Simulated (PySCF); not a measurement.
# Property card for `C=C[CH+]C`

Species: C4H7 (charge +1).
Structure used (PBE0-D3(BJ)/def2-SVP), in Å, numbered top down from 1:
```
atom  x, y, z in Å
C1     1.6114    0.5844    0.1652
C2     0.9939   -0.5513   -0.2818
C3    -0.4042   -0.7023   -0.2773
C4    -1.4184    0.2294    0.1715
H5     1.0548    1.4439    0.5526
H6     2.7033    0.6713    0.1478
H7     1.5973   -1.3808   -0.6610
H8    -0.7807   -1.6597   -0.6661
H9    -1.0687    1.1926    0.5573
H10   -2.0419   -0.2881    0.9301
H11   -2.1379    0.3804   -0.6594
```

**PBE0-D3(BJ)/def2-SVP geometry optimisation, gas phase (PySCF)**

* Point group: Cs
* Rotational constants A, B, C: 18.367, 5.528, 4.360 GHz

CAM-B3LYP/def2-SVPD ground state, ΔSCF and vertical TDDFT (core frozen in the response) (PySCF):

- HOMO energy: -16.10 eV
- LUMO energy: -8.34 eV
- HOMO–LUMO gap: 7.76 eV
- Lowest singlet excitation: 5.16 eV (240 nm, f = 0.351)
- Strongest line among the 10 lowest singlet transitions: S1 at 5.16 eV (240 nm, f = 0.351)
- Lowest triplet excitation (Tamm–Dancoff): 2.61 eV
- Static isotropic polarisability: 47.4 au
- Vertical ionisation energy: 17.10 eV
- Vertical electron affinity: 7.49 eV
- Electronic spatial extent ⟨r²⟩ about the centre of nuclear charge: 307 bohr²

PBE0/pcSseg-1 ground state and GIAO shieldings, non-relativistic (PySCF):

* Lowest Hirshfeld atomic charge: -0.06 e on C4
* Highest Hirshfeld atomic charge: +0.18 e on C3
* 13C chemical shifts (computed TMS as zero) by class: 256.3 (C3), 208.3 (C1), 148.8 (C2), 37.2 (C4) ppm
* 1H chemical shifts (computed TMS as zero) by class: 10.44 (H8), 9.69 (H5), 9.31 (H6), 8.48 (H7), 3.96 (H9/H10/H11) ppm
* Mayer bond orders between heavy atoms: C1–C2 1.61, C2–C3 1.37, C3–C4 1.18

B3LYP/pcJ-1 indirect spin-spin coupling, non-relativistic, gas phase; spin–dipole term left out (PySCF):

* Largest of the computed one-bond spin–spin couplings (means over like bonds): 13C–1H +186.9 (C2–H7), 13C–1H +184.9 (C1–H6), 13C–1H +176.4 (C1–H5), 13C–1H +170.9 (C3–H8), 13C–1H +140.5 (C4–H9 and 2 like it), 13C–13C +61.0 (C1–C2), 13C–13C +51.9 (C2–C3), 13C–13C +39.0 (C3–C4) Hz

Monoisotopic mass of the ion (most abundant isotopes, electron mass counted): 55.0542 u.

The polarisability is 7.02 Å³ as a volume (1 au = 0.148185 Å³), or 1.58 au for each of the 30 electrons. The ΔSCF ionisation energy exceeds −ε(HOMO) by 1.00 eV with CAM-B3LYP. In wavenumbers S1 is 41600 cm⁻¹ (1 eV = 8065.54 cm⁻¹). S1 lies 2.60 eV below the HOMO–LUMO gap; its leading configuration is HOMO→LUMO, weight 0.95. No computed singlet falls in the visible range (750 to 380 nm, 1.65 to 3.26 eV); S1 lies 1.90 eV above its blue end. The rotational constants make it an asymmetric top with κ = (2B − A − C)/(A − C) = -0.83, nearer the prolate limit (−1).

One conformer stands for the species.
